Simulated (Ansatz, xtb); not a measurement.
# Isomers of BH6NSi in order of energy

4 gas-phase structures of BH6NSi, found in a search over its isomers (lower ones may exist). Each was relaxed with GFN2-xTB:

A. `[BH3-][SiH+]N`, a singlet
B. `[BH2-]1[NH2+][SiH2]1`, a singlet
C. `NB[SiH3]`, a singlet
D. `BN[SiH3]`, a singlet

Q: Make a reasoned guess at their ranking by r2SCAN-D4/def2-SVP//GFN2-xTB single-point energy.

A: Calculated order at r2SCAN-D4/def2-SVP//GFN2-xTB: D (0.0), C (36.9), B (116.8), A (143.1) kJ/mol.

Energies above the lowest of each column, in kJ/mol; the last columns are at r2SCAN-D4/def2-SVP geometries and were run for some of them only (a dash: not run or not comparable):

```csv
structure,GFN2-xTB,HF/STO-3G,r2SCAN-D4/def2-SVP//GFN2-xTB,r2SCAN-D4/def2-SVP,CCSD(T)/def2-TZVP
D,0.0,0.0,0.0,0.0,0.0
C,116.8,72.3,36.9,37.6,56.5
B,155.4,155.3,116.8,115.5,137.1
A,146.1,248.0,143.1,–,–
```

Every level run on D puts it lowest or level with the lowest. Flexible structures stand in one conformer each, not always the lowest. Frequencies (r2SCAN-D4/def2-SVP) were run for B, C, D alone.

Over these structures GFN2-xTB departs from r2SCAN-D4/def2-SVP//GFN2-xTB by 28.9 kJ/mol on average once a common shift is removed. A GFN2-xTB relaxation took about 0.32 s and the r2SCAN-D4/def2-SVP//GFN2-xTB energy about 4.4 s on a shared host (Ansatz 0.2.0, xtb 6.7.1).
